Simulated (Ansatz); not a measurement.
Program: Ansatz. Geometries: PBE0-D4/def2-TZVP. ΔE: electronic, gas phase. CCSD(T)/CBS adds triple-zeta CCSD(T) − MP2 to the extrapolated MP2 energy (def2 sets, frozen cores). This one scheme is used for every species. Each species was taken in one conformer, which may not be the lowest.

`C=C(F)C(C)O` + `NC=O` → `CC(O)NC=O` + `C=CF`  (substitution at a C–C bond)

```json
{"species": "`C=C(F)C(C)O`", "CCSD(T)/CBS(def2) energy (Eh)": "-331.36051"}
{"species": "`NC=O`", "CCSD(T)/CBS(def2) energy (Eh)": "-169.73435"}
{"species": "`CC(O)NC=O`", "CCSD(T)/CBS(def2) energy (Eh)": "-323.42165"}
{"species": "`C=CF`", "CCSD(T)/CBS(def2) energy (Eh)": "-177.66469"}
```

(1) Work out ΔE.

Largest T1 diagnostic among the species: 0.016.

## Answers

(1) ΔE = (-323.42165) + (-177.66469) − (-331.36051) − (-169.73435) = 0.00852 Eh = +22.4 kJ/mol.

In def2-TZVPP, CCSD(T) changes the Hartree–Fock value by +3.3 kJ/mol (the triples alone add +0.1 kJ/mol) and MP2 by +5.7 kJ/mol.
